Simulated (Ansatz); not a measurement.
Multireference treatment of C2H4, singlet

Program: Ansatz, Gaussian basis, development build. Basis aug-cc-pVTZ, nonrelativistic, 2 orbitals frozen in the corrections. State-specific CASSCF; RHF is the lowest restricted (open-shell) Hartree–Fock solution met. No symmetry is imposed, so a solution can break that of the shape. No proof that the lowest CASSCF solution was found.

Geometry:

```xyz
6

C     0.0000    0.0000    0.6695
C     0.0000    0.0000   -0.6695
H     0.0000    0.9289    1.2321
H     0.0000   -0.9289    1.2321
H     0.0000    0.9289   -1.2321
H     0.0000   -0.9289   -1.2321
```

(1) What do CASSCF and its corrections give against RHF in CAS(2,2), and what are the occupations?

(2) Roughly how much CPU time does a whole run from the default start take (median of such runs, summed over threads; nearly all runs on one pinned thread of a shared server, mostly Xeon at 2.3 to 2.6 GHz, by a development driver)?

## Answers

(1) CASSCF -0.747 eV, SC-NEVPT2 -9.334 eV; occupations 1.91, 0.09.

(2) CAS(2,2): about 44 s. Other jobs ran beside these, and the count of passes differs.
